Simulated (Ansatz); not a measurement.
CCSD(T) forces

C2H4B (SMILES [B]1CC1), doublet, displaced at random from a GFN2-xTB minimum.

```xyz
7
angstrom
B 1.3363 -0.0383 -0.0588
C 0.0059 -0.7610 -0.0114
C 0.0881 0.7268 0.0300
H -0.4841 -1.2090 -0.9179
H -0.4366 -1.2766 0.8389
H -0.2952 1.2471 0.9528
H -0.3499 1.3073 -0.8067
```

Program: Ansatz 0.2.0. Basis: def2-TZVPP. Cores are frozen in the correlated methods; orbitals are unrestricted.

CCSD(T) forces from the calculation:
| atom | Fx | Fy | Fz (eV/Å) |
| --- | --- | --- | --- |
| B1 | 1.729 | -0.810 | -0.019 |
| C2 | -1.676 | -2.876 | -0.998 |
| C3 | -2.597 | 4.250 | 0.655 |
| H4 | 0.826 | 0.478 | 0.614 |
| H5 | 0.451 | 0.128 | 0.222 |
| H6 | 0.752 | -0.676 | -0.678 |
| H7 | 0.515 | -0.493 | 0.204 |

Q: Which atom feels the largest CCSD(T) force, and how large is it?

A: C3, 5.02 eV/Å, along (-0.52, 0.85, 0.13).

Root-mean-square difference of the force components from those of CCSD(T): PBE0-D4 0.263; wB97M-V 0.194; r2SCAN-D4 0.248; PBE-D4 0.283; CAM-B3LYP-D4 0.271; BHLYP-D4 0.260 eV/Å.

No T1 diagnostic of these runs exceeds 0.015. ⟨S²⟩ of the unrestricted Hartree–Fock references: 0.76 (a pure state has 0.75). These are differences at one structure, and CCSD(T) in triple zeta is itself an approximation.

For scale, one of the runs: CCSD(T)/def2-TZVPP forces, 149 basis functions (an equivalent command: `ansatz run in.yaml --threads 4`). The run took 110 s on 4 CPU threads (shared host), with 4.3 GiB of host memory at its peak.
